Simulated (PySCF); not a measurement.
Species: ethynylalumane, C2H3Al.
SMILES: `C#[C][AlH2]`

The closed-shell ground state was solved at several levels (PySCF, density fitting, gas phase, non-relativistic). Geometry: PBE0-D3(BJ)/def2-SVP; no solvent, vibrations or thermal averaging.

```json
{"level": "PBE0/def2-SVP", "basis functions": "61", "HOMO (eV)": "-7.96", "LUMO (eV)": "-1.84", "gap (eV)": "6.12", "dipole (D)": "0.63"}
{"level": "PBE0/aug-cc-pVDZ", "basis functions": "100", "HOMO (eV)": "-8.00", "LUMO (eV)": "-1.95", "gap (eV)": "6.05", "dipole (D)": "0.50"}
{"level": "PBE0/6-31G*", "basis functions": "52", "HOMO (eV)": "-7.77", "LUMO (eV)": "-1.76", "gap (eV)": "6.01", "dipole (D)": "0.69"}
{"level": "PBE0/IGLO-III", "basis functions": "144", "HOMO (eV)": "-8.02", "LUMO (eV)": "-1.87", "gap (eV)": "6.15", "dipole (D)": "0.50"}
{"level": "PBE0/def2-TZVP", "basis functions": "117", "HOMO (eV)": "-8.02", "LUMO (eV)": "-1.88", "gap (eV)": "6.14", "dipole (D)": "0.55"}
```

(1) What might PBE0/cc-pVTZ (136 basis functions) give for the same quantities?

(2) How much does the basis alone move the frontier levels among the 6 PBE0 rows (the withheld one included)?

(3) How far do the dipole and the HOMO energy spread over the levels?

Results:

(1) HOMO -8.00 eV, LUMO -1.87 eV, gap 6.13 eV, dipole 0.55 D.

(2) The HOMO by 0.25 eV and the LUMO by 0.19 eV. By rising basis size (HOMO, LUMO in eV): 6-31G* -7.77, -1.76; def2-SVP -7.96, -1.84; aug-cc-pVDZ -8.00, -1.95; def2-TZVP -8.02, -1.88; cc-pVTZ -8.00, -1.87; IGLO-III -8.02, -1.87.

(3) The dipole runs from 0.50 to 0.69 D (mean 0.57 D) and the HOMO from -8.02 to -7.77 eV.
